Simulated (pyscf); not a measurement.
A first-order saddle from PySCF, ωB97X-D3(BJ)/def2-SVP:

```xyz
6

Cl     0.0174     1.0443    -0.6402
Ge    -1.3836    -0.5360     0.2932
Cl    -0.9682    -2.4372    -0.5932
Cl    -3.4090    -0.0121    -0.1501
H     -1.1884    -0.6165     1.8104
H      1.0259     2.1676    -1.2009
```
Charge 0, spin multiplicity 2.

Surface: doublet, charge 0. Lowest wavenumbers (cm⁻¹): 1098i, 90, 118, 148, 264.

Problem. Which two sides does it connect, and which bonds change?

Solution. `[Cl][GeH]([Cl])[Cl]` + `[H]` [doublet] ⇌ `[ClH]` + `[Cl][GeH][Cl]` [doublet], an atom transfer read from left to right: Cl–Ge broken and Cl–H formed. At ωB97M-D3(BJ)/def2-TZVP it lies +0.55 eV from the left side and +1.04 eV from the right (each side as separated species at their lowest minima found). The same reactants have a lower exit, to Cl–Ge•(Cl)–Cl + H₂ (barrier +0.11 eV at ωB97M-D3(BJ)/def2-TZVP, against +0.55 eV here). This is the saddle that the search found; another between the same sides may lie lower. The angle at the transferred Cl is 177°. Elements up to Kr have no core potential and no relativistic terms here.
